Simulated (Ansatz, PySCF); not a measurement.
This Ansatz (a first-principles code) input computes a CCSD(T)/cc-pVDZ energy:

Ansatz 0.2 input:
```yaml
crystal:
  periodic: [false, false, false]
  atoms:
    - {symbol: C, position_ang: [-0.01834054, -0.04095923, -1.20035978]}
    - {symbol: C, position_ang: [0.00307410, 0.01730012, 0.18214472]}
    - {symbol: N, position_ang: [0.02261523, 0.11860536, 1.35580394]}
    - {symbol: H, position_ang: [0.88544576, -0.36826819, -1.70388387]}
    - {symbol: H, position_ang: [-0.95215375, -0.32001471, -1.67745335]}
basis:
  gaussian:
    orbitals: cc-pVDZ
total_charge: -1
magnetization: {spin_polarized: false}
correlation: {method: ccsd_t, electrons: outside_noble_gas}
```

### Question
Write an input for the same energy in PySCF and say what it gives.

### Answer

```python
from pyscf import gto, scf, mp, cc as ccmod

mol = gto.M(
    atom='''
    C    -0.01834054   -0.04095923   -1.20035978
    C     0.00307410    0.01730012    0.18214472
    N     0.02261523    0.11860536    1.35580394
    H     0.88544576   -0.36826819   -1.70388387
    H    -0.95215375   -0.32001471   -1.67745335
    ''',
    basis='cc-pvdz',
    charge=-1,
    spin=0,
    verbose=4,
)

mf = scf.RHF(mol)
mf.conv_tol = 1e-10
mf.max_cycle = 100
mf.kernel()
mp2 = mp.MP2(mf, frozen=3).run()
cc = ccmod.CCSD(mf, frozen=3)
cc.max_cycle = 100
cc.kernel()
et = cc.ccsd_t()
print(f'E(CCSD(T)) = {cc.e_tot + et:.9f}')
```
It gives -131.76233 Eh, and Ansatz -131.76233 Eh, a difference of 0.00 mEh.

It need not be the lowest isomer of its formula. Whether it binds its extra electron was not tested at this geometry.
